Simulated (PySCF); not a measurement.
Compound: BH₅P₂.
Bonds: B1–P2, P2–P3. Hydrogens: H4, H5 on B1; H6 on P2; H7, H8 on P3.

Computed by this run: PBE0-D3(BJ)/def2-SVP geometry optimisation, gas phase (PySCF); density fitting, grid level 1; the optimiser is geomeTRIC in internal coordinates, started from a GFN2-xTB structure with every atom displaced at random (about 0.01 Å).

The end geometry, which sets the zero of energy:
```
atom  x, y, z in Å
B1      1.4514    0.2620   -0.0919
P2      0.0869   -0.6902    0.7095
P3     -1.8493   -0.2941   -0.2694
H4      1.2678    1.4187   -0.3832
H5      2.5469   -0.2384   -0.1653
H6      0.3070   -2.0527    0.3849
H7     -1.4684    0.9412   -0.8725
H8     -2.4714    0.3417    0.8483
```

Question: These geometries come from the run, each turned onto the end geometry. Order them by energy, lowest first.
A.
```
atom  x, y, z in Å
B1      1.4812    0.2426   -0.1430
P2      0.0850   -0.6280    0.6866
P3     -1.8225   -0.2409   -0.3590
H4      1.3157    1.3621   -0.5629
H5      2.5718   -0.2597   -0.0914
H6      0.2837   -2.0151    0.4861
H7     -1.4758    1.1092   -0.6575
H8     -2.5682    0.1179    0.8013
```
B.
```
atom  x, y, z in Å
B1      1.5013    0.2222   -0.1676
P2      0.0852   -0.5212    0.7673
P3     -1.7323   -0.1694   -0.4543
H4      1.3984    1.3172   -0.6587
H5      2.5776   -0.3468   -0.1515
H6      0.2665   -1.9321    0.6009
H7     -1.5655    1.2594   -0.4323
H8     -2.6604   -0.1412    0.6566
```
C.
```
atom  x, y, z in Å
B1      1.4749    0.2517   -0.1278
P2      0.0861   -0.6502    0.6747
P3     -1.8404   -0.2628   -0.3278
H4      1.3017    1.3846   -0.5049
H5      2.5688   -0.2524   -0.1027
H6      0.2921   -2.0343    0.4548
H7     -1.4755    1.0542   -0.7371
H8     -2.5369    0.1974    0.8311
```
D.
```
atom  x, y, z in Å
B1      1.5000    0.2220   -0.1697
P2      0.0831   -0.5521    0.7441
P3     -1.7591   -0.1834   -0.4342
H4      1.3751    1.3236   -0.6499
H5      2.5777   -0.3125   -0.1238
H6      0.2608   -1.9480    0.5744
H7     -1.5327    1.2239   -0.4692
H8     -2.6340   -0.0853    0.6887
```
E.
```
atom  x, y, z in Å
B1      1.5031    0.1988   -0.1642
P2      0.0614   -0.4670    0.7981
P3     -1.6865   -0.1718   -0.4628
H4      1.4322    1.3035   -0.6199
H5      2.4961   -0.3558   -0.2007
H6      0.2084   -1.8233    0.6043
H7     -1.5779    1.2190   -0.3877
H8     -2.5660   -0.2152    0.5933
```

Answer: C (0.004 eV), A (0.007 eV), D (0.019 eV), B (0.033 eV), E (0.206 eV).

In the order of the answer:

| step | E above end (eV) | largest force (eV/Å) | rms force component (eV/Å) | rms distance from end (Å) | rms bond change (Å) | bond most changed (Å) |
| --- | --- | --- | --- | --- | --- | --- |
| 6 | 0.004 | 0.08 | 0.024 | 0.108 | 0.003 | B1–P2 -0.007 |
| 5 | 0.007 | 0.13 | 0.051 | 0.163 | 0.003 | B1–H5 -0.005 |
| 3 | 0.019 | 0.10 | 0.041 | 0.297 | 0.006 | P2–P3 +0.012 |
| 1 | 0.033 | 0.43 | 0.169 | 0.334 | 0.012 | P3–H8 +0.019 |
| 0 | 0.206 | 1.93 | 0.724 | 0.368 | 0.040 | B1–H5 -0.069 |

The cost below is that of the whole optimisation. The run took 19 s of wall time on one thread of an Arm Neoverse V1 (shared host), and the process peaked at 0.32 GiB of memory.
